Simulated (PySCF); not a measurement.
# CF: relaxation and vibrations of the doublet

The task is one start of a wider search on CF: the doublet, from a linear start. It is relaxed, tested by its Hessian and followed downhill if it is a saddle.

Computed with PySCF 2.14.0. Level: B3LYP, basis C def2-TZVP, F def2-TZVP, no relativity, density fitting.

## (1) The starting structure

2 atoms, charge 0, spin multiplicity 2.

Bond lengths: C1–F2 1.460 Å.

Z-matrix (Å, degrees; charge 0 multiplicity 2):
```
C
F  1 1.4600
```

## (2) The SCF at the typed geometry

One driver script runs all steps and calls PySCF; scf.py shows how it sets up the SCF of each step. The optimiser is the driver's own. After this first run the driver tries any further starts and a stability analysis.

File scf.py:

```python
from pyscf import gto, scf, dft
mol = gto.M(atom='''
C      0.000000     0.000000     0.000000
F      0.000000     0.000000     1.460000''',
    basis={'C': 'def2-TZVP', 'F': 'def2-TZVP'},
    charge=0, spin=1)
mf = dft.UKS(mol, xc='B3LYP')
mf.grids.atom_grid = (50, 194)
aux = {'C': 'def2-universal-JKFIT', 'F': 'def2-universal-JKFIT'}
mf = mf.density_fit(auxbasis=aux)
mf.conv_tol = 1e-08
mf.diis_space = 10
mf.max_cycle = 60
mf.init_guess = 'minao'
mf.verbose = 4
mf.kernel()
```

On the command line:

```
> OMP_NUM_THREADS=2 python axn.py task.json out
```

The log of the run:

```text
init E= -137.73263790685
[... the frontier-level lines of each cycle are left out ...]
cycle= 1 E= -137.754134706133  delta_E= -0.0215  |g|= 0.405  |ddm|= 0.772
cycle= 2 E= -137.175241172453  delta_E= 0.579  |g|= 1.38  |ddm|= 0.701
cycle= 3 E= -137.822447557371  delta_E= -0.647  |g|= 0.0471  |ddm|= 0.491
cycle= 4 E= -137.82336477051  delta_E= -0.000917  |g|= 0.0252  |ddm|= 0.0487
cycle= 5 E= -137.823575001547  delta_E= -0.00021  |g|= 0.00375  |ddm|= 0.0141
cycle= 6 E= -137.823585681621  delta_E= -1.07e-05  |g|= 0.00184  |ddm|= 0.00506
cycle= 7 E= -137.823587500205  delta_E= -1.82e-06  |g|= 0.000285  |ddm|= 0.00144
cycle= 8 E= -137.82358756695  delta_E= -6.67e-08  |g|= 9.05e-05  |ddm|= 0.000341
cycle= 9 E= -137.823587573438  delta_E= -6.49e-09  |g|= 1.5e-05  |ddm|= 0.0001
Extra cycle  E= -137.823587573601  delta_E= -1.63e-10  |g|= 1.76e-05  |ddm|= 2.02e-05
converged SCF energy = -137.823587573601  <S^2> = 0.75409258  2S+1 = 2.0040884
```

This step, with its further starts and checks, ran for 1.1 s (2 threads of Arm Neoverse V1, shared host).

The test of internal stability found no lower solution of this spin.

## (3) Relaxation: linear start, doublet

The program finds C∞v symmetry in the start, which this walk keeps.

scf.py: that of step 2 with these lines changed.

```diff
@@ -3,2 +3,2 @@
-C      0.000000     0.000000     0.000000
-F      0.000000     0.000000     1.460000''',
+C     -0.000000     0.000000    -0.894810
+F      0.000000     0.000000     0.565190''',
@@ -14 +13,0 @@
-mf.init_guess = 'minao'
```

Steps of the walk:

```
step  energy (Eh)  change (kJ/mol)  largest symmetric gradient (Eh/bohr)
   0  -137.823588             0.00                               0.08951
   1  -137.841633           -47.38                               0.03459
   2  -137.842176           -48.80                               0.02116
   3  -137.842707           -50.20                               0.00277
   4  -137.842715           -50.22                               0.00027
   5  -137.842715           -50.22                               0.00000
```

The walk took 2.3 s.

End point (C∞v, 5 steps, 50.2 kJ/mol gained): C–F 1.275 Å.

## (4) Frequencies

On the finer grid the gradient is checked again; gradients at displacements of ±0.02 bohr then give force constants and infrared intensities.

scf.py: that of step 3 with these lines changed.

```diff
@@ -3,2 +3,2 @@
-C     -0.000000     0.000000    -0.894810
-F      0.000000     0.000000     0.565190''',
+C     -0.000000     0.000000    -0.781717
+F      0.000000    -0.000000     0.493758''',
@@ -8 +8 @@
-mf.grids.atom_grid = (50, 194)
+mf.grids.atom_grid = (75, 302)
@@ -11 +11 @@
-mf.conv_tol = 1e-08
+mf.conv_tol = 1e-10
```

The driver hands on the density of the step before, so the log starts near convergence.

Log of the central SCF (cycles and frontier levels):

```text
init E= -137.84273138676
[... the frontier-level lines of each cycle are left out ...]
cycle= 1 E= -137.84273138676  delta_E= 5.68e-14  |g|= 1.35e-07  |ddm|= 1.34e-07
Extra cycle  E= -137.84273138676  delta_E= 5.68e-14  |g|= 2.6e-07  |ddm|= 1.72e-07
converged SCF energy = -137.84273138676  <S^2> = 0.75370442  2S+1 = 2.003701
```

The whole step took 5.6 s.

Geometry: C∞v; C–F 1.275 Å.

Modes, for the most abundant isotopes:

```
ω (cm⁻¹)  IR (km/mol)
    1300          189
```

Every mode is real; the point is a minimum.

Here the density breaks the symmetry of the frame, and no labels are given; pairs that should be degenerate can split.

Constants and moments:

| Quantity | Value |
| --- | --- |
| Dipole moment | 0.75 D |
| Highest occupied level | -6.02 eV |
| Lowest empty level | -3.08 eV |
| Rotational constants | 1.409 cm⁻¹ |
| Zero-point energy | 7.8 kJ/mol |
| Principal polarisabilities | 10.7, 11.8, 13.8 bohr³ |
| Atomisation energy without zero-point energy | 559 kJ/mol |
| Principal traceless quadrupole moments about the centre of mass | -1.72, -0.44, 2.16 D Å |
| Entropy at 298.15 K and 1 bar (electronic part: spin only) | 207.4 J/(mol K) |
| Heat capacity Cp at 298.15 K | 29.7 J/(mol K) |
| Enthalpy at 298.15 K above 0 K | 8.71 kJ/mol |
| Rotational symmetry number | 1 |
| Spin squared ⟨S²⟩ | 0.754 |

Populations by atom (charges in e):

```json
{"atom": "C1", "Mulliken": "0.03", "Löwdin": "-0.26", "polar tensor": "0.32", "spin (Mulliken)": "0.94", "Mayer order to C1": "–"}
{"atom": "F2", "Mulliken": "-0.03", "Löwdin": "0.26", "polar tensor": "-0.32", "spin (Mulliken)": "0.06", "Mayer order to C1": "1.22"}
```

Mulliken populations on C1: s 3.94, p 1.93, d 0.08, f 0.01.

## (5) Outcome

| quantity | value |
| --- | --- |
| minimum | doublet, C∞v |
| geometry | C–F 1.275 Å |
| wavenumbers (cm⁻¹) | 1300 |
| dipole moment | 0.75 D |
| highest occupied, lowest empty level (either spin) | -6.02, -3.08 eV |
| polar-tensor charge of C1 | +0.32 e |
| zero-point energy | 7.8 kJ/mol |
| entropy at 298.15 K | 207.4 J/(mol K) |
| atomisation energy (no zero-point energy) | 559 kJ/mol |
| ⟨S²⟩ | 0.754 |

In words: The linear start keeps its C∞v symmetry and ends in a minimum. The strongest infrared band lies at 1300 cm⁻¹. Most of the spin sits on C1 (Mulliken spin 0.94, against 1 for the whole molecule). Other starts or spin states, not run here, may lie lower. The SCF density has lower symmetry than the nuclear frame.

The search up to here took 9.2 s.
